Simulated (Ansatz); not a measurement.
Cost and result for the atomization energy of C2H6Si, SMILES `C1C[SiH2]1` (9 atoms, 9 bonds).

Cartesian coordinates in Å:
```
C 0.648 -0.280 0.654
C -0.218 -0.780 -0.521
Si -0.412 1.015 -0.128
H 1.720 -0.259 0.487
H 0.386 -0.655 1.638
H 0.314 -1.069 -1.421
H -1.019 -1.467 -0.269
H -1.629 1.475 0.575
H 0.209 2.021 -1.015
```

Charge 0, multiplicity 1. Geometry: relaxed with PBE0-D4/def2-TZVP. Program: Ansatz. All runs use 2 threads of an Intel Xeon Platinum 8175M on a shared host. Times are those of one run each, without the atoms' runs, and a repeat can differ threefold. Electronic energies, without spin–orbit coupling; frozen cores. CCSD(T)/CBS adds CCSD(T) − MP2 in def2-TZVPP to the MP2 limit, and its time is that of the two runs behind it. T1 = 0.011. B3LYP takes the VWN-RPA correlation (the form of Gaussian; ORCA's B3LYP/G).

CCSD(T)/CBS is a level of theory with its own doubt, some kJ/mol a heavy atom from the limit and from the frozen cores, so smaller differences don't rank the functionals.

```
                            level  functions  wall time  atomization (kJ/mol)  difference from CCSD(T)/CBS  per bond
           LDA (SPW92)/def2-TZVPP        188      1.2 s                3610.8                        408.5      45.4
                 CCSD(T)/def2-SVP         76      1.7 s                3042.5                       -159.8     -17.8
             revPBE-D4/def2-TZVPP        188      1.9 s                3180.3                        -22.0      -2.5
               PBE0-D4/def2-TZVPP        188      2.5 s                3213.0                         10.7       1.2
  PBE-D4/def2-TZVPP (with forces)        188      2.6 s                3241.5                         39.2       4.4
B3LYP-D4/def2-TZVPP (with forces)        188      3.6 s                3202.5                          0.2       0.0
            r2SCANh-D4/def2-TZVPP        188      3.8 s                3203.7                          1.4       0.2
                B2PLYP/def2-TZVPP        188      4.4 s                3169.8                        -32.5      -3.6
                B97M-V/def2-TZVPP        188        7 s                3222.0                         19.7       2.2
 ωB97M-V/def2-TZVPP (with forces)        188        8 s                3214.8                         12.5       1.4
                   MP2/def2-QZVPP        364       17 s                3190.7                        -11.6      -1.3
               CCSD(T)/def2-TZVPP        188       25 s                3129.2                        -73.1      -8.1
                CCSD(T)/CBS(def2)          –       42 s                3202.3                          0.0       0.0
```

From PBE to PBE0 (25 % exact exchange), in def2-TZVPP and without D4, the atomization energy moves by −26.1 kJ/mol: exact exchange takes away binding that semilocal exchange gives to molecules. In def2-TZVPP, CCSD(T) changes the Hartree–Fock value by +725.0 kJ/mol (the triples alone add +37.7 kJ/mol) and MP2 by +743.1 kJ/mol; breaking electron pairs costs correlation energy, which Hartree–Fock lacks. At CCSD(T), def2-SVP lies −159.8 kJ/mol from the extrapolated value and def2-TZVPP −73.2 kJ/mol: correlation converges slowly with the basis, and small sets miss more of it in the bonded molecule than in its fragments.
